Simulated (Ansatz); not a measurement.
# CHOS: the cost of one run

Computed with Ansatz 0.2.0, driven from Python. Level of theory: r2SCAN/6-31G*.

**1. The system**

Bond lengths: O1–C2 1.323 Å, C2–S3 1.784 Å, O1–H4 0.969 Å. Angles: O1–C2–S3 177.2°, C2–O1–H4 108.1°.

The script holds or builds the structure itself.

**2. The code**

Input file run_freq.py:

```python
"""Vibrations and zero-point energy of CHOS(+)."""

import itertools
import logging
import sys

import ansatz
from ase import Atoms
from ase.data import atomic_numbers, covalent_radii
from ase.thermochemistry import IdealGasThermo
import numpy as np

logging.basicConfig(stream=sys.stdout, format="%(levelname)s:%(name)s:%(message)s")
logger = logging.getLogger("chos")
logger.setLevel(logging.INFO)

BASIS = "6-31G*"
FUNCTIONAL = "r2SCAN"
CHARGE = 1


def main() -> None:
    geometry_ang = [
        ("O", (-1.0066, -0.3152, 0.1255)),
        ("C", (0.2681, -0.186, -0.2051)),
        ("S", (1.9886, 0.0625, -0.6041)),
        ("H", (-1.2501, 0.4388, 0.6837)),
    ]
    molecule = ansatz.Crystal.molecule()
    for symbol, xyz in geometry_ang:
        molecule = molecule.atom(symbol, xyz)

    job = molecule.calculation()
    job = job.basis(gaussian=BASIS).functional(FUNCTIONAL)
    job = job.charge(CHARGE)
    symbols = [site.symbol for site in molecule.cartesian_sites]
    start = np.array([site.position_ang for site in molecule.cartesian_sites], dtype=float)
    data = job.relax(force_tolerance=0.003).run(threads=1, pin="off").report
    end = np.array(data["positions_ang"])

    # pairs closer than 1.2 times the sum of covalent radii, before or after
    radius = [covalent_radii[atomic_numbers[s]] for s in symbols]
    span = lambda where, i, j: np.linalg.norm(where[i] - where[j])
    bonded = [(i, j) for i, j in itertools.combinations(range(len(symbols)), 2) if min(span(start, i, j), span(end, i, j)) < 1.2 * (radius[i] + radius[j])]
    logger.info("pair        before    after (A)")
    for i, j in bonded:
        print(f"{symbols[i]}{i}-{symbols[j]}{j}".ljust(10), f"{span(start, i, j):8.4f} {span(end, i, j):8.4f}")

    # same settings at the minimum
    minimum = ansatz.Crystal.molecule()
    for symbol, place in zip(symbols, end):
        minimum = minimum.atom(symbol, place.tolist())
    vibrating = minimum.calculation()
    vibrating = vibrating.basis(gaussian=BASIS)
    vibrating = vibrating.functional(FUNCTIONAL)
    vibrating = vibrating.charge(CHARGE).phonons(temperatures=(298.15, 498.15, 100))
    vib = vibrating.run(threads=1, pin="off").report["vibrations"]
    sums = vib["harmonic_sums"]
    modes = [m["omega_inv_cm"] for m in sums["modes_at_gamma"] if m["rigid_motion"] == "no"]
    print("frequencies (1/cm):", " ".join(f"{w:.0f}" for w in modes))
    print("imaginary modes:", sum(w < 0 for w in modes), " zero-point energy:", round(sums["zero_point_energy_ev"], 4), "eV")
    # rigid rotor and ideal gas, symmetry number taken as one
    gas = IdealGasThermo(vib_energies=[w / 8065.544 for w in modes if w > 0], geometry="linear" if len(modes) == 3 * len(symbols) - 5 else "nonlinear",
                         atoms=Atoms(symbols, positions=end), symmetrynumber=1, spin=0.0)
    logger.info(f"H(298 K) - E = {gas.get_enthalpy(298.15, verbose=False):.4f} eV")
    logger.info(f"S(298 K, 1 bar) = {96485.33 * gas.get_entropy(298.15, 1e5, verbose=False):.1f} J/(mol K) with symmetry number 1")


if __name__ == "__main__":
    main()
```

**3. The calls as engine input**

The engine receives this input (first run):

```yaml
crystal:
  periodic: [false, false, false]
  atoms:
    - { symbol: O, position_ang: [-1.0066, -0.3152, 0.1255] }
    - { symbol: C, position_ang: [0.2681, -0.186, -0.2051] }
    - { symbol: S, position_ang: [1.9886, 0.0625, -0.6041] }
    - { symbol: H, position_ang: [-1.2501, 0.4388, 0.6837] }
basis:
  gaussian:
    orbitals: "6-31G*"
hamiltonian:
  xc: r2scan
total_charge: 1.0
relax:
  f_tol: 0.003
```

**4. Running it**

Command:

```bash
$ python run_freq.py
```

What time and memory should one allow on 1 thread of Intel Xeon 6975P-C (Granite Rapids), shared host?

About 17 s, with a peak of 0.26 GiB.
